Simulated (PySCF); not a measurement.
Homolysis of single bonds, series ethynyl-X. All species are isolated molecules in the gas phase. One relaxed conformer stands for each flexible species; it need not be the lowest. Strings in code marks are SMILES.

These are PBE-D3(BJ)/def2-TZVP in PySCF 2.14.0 values and carry that method's errors. 

A: whole molecule (`C#C[SiH3]`)
B: radical fragment (`[S]C#C`)
C: radical fragment (`C#C[CH2]`)
D: radical fragment (`C#C[N]C`)
E: radical fragment (`C=[CH]`)
F: whole molecule (`C#CF`)

Task: Which member has the lowest dipole moment?

Result: C (0.09 D); next is A (0.40 D).
